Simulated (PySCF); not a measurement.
3-butyn-2-one, C4H4O.
Geometry (GFN2-xTB, Å), atoms numbered from 1 in this order:
```xyz
9
C4H4O angstrom
C      2.1510    0.6415   -0.1024
C      1.1322    0.0420    0.1085
C     -0.0728   -0.7054    0.3726
C     -1.3194    0.0228   -0.0604
O     -0.0634   -1.7966    0.8848
H      3.0358    1.1758   -0.2923
H     -1.3856    0.9754    0.4624
H     -1.2669    0.2304   -1.1278
H     -2.1974   -0.5798    0.1566
```

Level of theory: TDDFT PBE0/def2-SVPD, vertical, gas phase, core orbitals frozen in the response (PySCF 2.14.0, density-fitted response routines).

Question: What does the calculation give for the low-lying excited states?

Answer: 

| state | E (eV) | E (hartree) | f | \|μ\| (D) | symmetry | main configurations (H = HOMO, L = LUMO) |
| --- | --- | --- | --- | --- | --- | --- |
| S1 | 3.96 | 0.1454 | 0.0001 | 0.10 | – | H→L (98%) |
| S2 | 5.07 | 0.1863 | 0.0000 | 0.01 | – | H-1→L (99%) |
| S3 | 5.97 | 0.2195 | 0.100 | 2.10 | A′ | H-2→L (80%), H-1→L+1 (13%) |
| S4 | 7.14 | 0.2624 | 0.011 | 0.63 | A′ | H→L+1 (89%) |
| S5 | 7.22 | 0.2652 | 0.0000 | 0.03 | – | H-2→L+1 (96%) |
| S6 | 7.52 | 0.2763 | 0.0087 | 0.55 | A′ | H→L+2 (92%) |
| S7 | 8.17 | 0.3001 | 0.0002 | 0.08 | – | H-4→L (96%) |
| S8 | 8.20 | 0.3014 | 0.014 | 0.66 | A′ | H-3→L (46%), H-1→L+2 (32%), H→L+3 (10%) |

Triplets (Tamm–Dancoff): T1 3.37 eV, H→L (97%); T2 4.22 eV, H-2→L (93%); T3 4.69 eV, H-1→L (94%).

The lowest singlet lies at 3.96 eV (313 nm, ultraviolet) and is dark (f under 0.0005); its leading configuration is HOMO→LUMO (98%). The strongest level in the table is S3 at 5.97 eV (208 nm, f = 0.100). Löwdin shares by element: HOMO oxygen 67%, carbon 28% or more; LUMO carbon 61% or more, oxygen 27%. Of the 8 states listed, 3 reach f = 0.01 and 4 stay under 0.0005. Weighted by f, the mean energy of these states is 6.40 eV. The listed states span 4.25 eV, and the widest gap between neighbours is 1.17 eV (S3 to S4). Symmetry labels in Cs follow from the direction of the transition dipole and are given only for states with f of 0.002 or more. The window holds the lowest 8 singlets.
